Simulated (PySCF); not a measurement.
Compound: PF (triplet state).
Structure used (PBE0-D3(BJ)/def2-SVP), in Å, numbered top down from 1:
```xyz
2
PF angstrom
F      0.8177   -0.0232   -0.0014
P     -0.8002   -0.0056   -0.0107
```

Method used: PBE0-D3(BJ)/def2-SVP geometry optimisation, gas phase in PySCF.

Masses are those of the commonest isotopes; rigid-rotor values at the optimised geometry. 

Task: What are the moment of inertia and the rotational constant?

Result: I = 30.827 u·Å², B = 505379 MHz·u·Å²/I = 16394 MHz (0.5469 cm⁻¹, or 0.787 K as hB/k). For two atoms I = μr² with μ = 11.7756 u and r = 1.6180 Å.

Task: List the first levels of a rigid rotor in a Σ state.

Result: E(J) = BJ(J+1): J = 1: 1.094, J = 2: 3.281, J = 3: 6.562, J = 4: 10.937, J = 5: 16.406, J = 6: 22.968 cm⁻¹. For this open shell read J as N, the rotation without spin; fine and hyperfine splittings come on top.

Task: Where do the first rotational lines fall?

Result: The dipole is 1.10 D; J+1 ← J lies at 2B(J+1): 1 ← 0 at 32.79 GHz, 2 ← 1 at 65.58 GHz, 3 ← 2 at 98.36 GHz, 4 ← 3 at 131.15 GHz, 5 ← 4 at 163.94 GHz, 6 ← 5 at 196.73 GHz.

Task: Estimate the classical rotational partition function at 10 K, 25 K and 500 K.

Result: Point group C∞v, symmetry number σ = 1; q = kT/(σhB), k/h = 20836.6 MHz/K: 12.7 at 10 K, 31.8 at 25 K, 635 at 500 K.

Stationary, but not proved a minimum. ⟨S²⟩ = 2.007 (exact for a triplet: 2.00). Constants of a rigid frame at the computed geometry: no zero-point averaging, no centrifugal distortion.
